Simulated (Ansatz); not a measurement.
Compare A (`CC(C)=C(C)C`) with its isomer B (`C1CCCCC1`).

Computed with Ansatz on PBE0-D4/def2-TZVP structures; ΔE is electronic, products minus reactants. CCSD(T)/CBS adds triple-zeta CCSD(T) − MP2 to the extrapolated MP2 energy (def2 sets, frozen cores). DFT in def2-TZVPP. B3LYP here is the variant with VWN-RPA as its local correlation; programs differ in this.

Q: Which isomer does CCSD(T)/CBS put lower? Give the gap. (An estimate is asked.)

A: Computed: B, by 58.4 kJ/mol.

Q: Give E(B) − E(A) in kJ/mol with B3LYP, CCSD(T)/def2-TZVPP, PBE-D4, CCSD/def2-TZVPP, PBE0-D4, B3LYP-D4, r2SCAN-D4. (An estimate is asked.)

A: Computed: B3LYP -38.2, CCSD(T)/def2-TZVPP -59.2, PBE-D4 -48.4, CCSD/def2-TZVPP -63.3, PBE0-D4 -64.1, B3LYP-D4 -41.9, r2SCAN-D4 -51.9. None reverses the order clearly.

Largest T1 diagnostic: 0.009.

From PBE to PBE0 (25 % exact exchange), in def2-TZVPP and without D4, E(B) − E(A) moves by −16.3 kJ/mol. The D4 term adds −3.8 kJ/mol with B3LYP and −1.7 kJ/mol with PBE0; it sums over pairs of atoms, weighted by their polarisabilities, and B3LYP, whose exchange is more repulsive, gets the larger term.
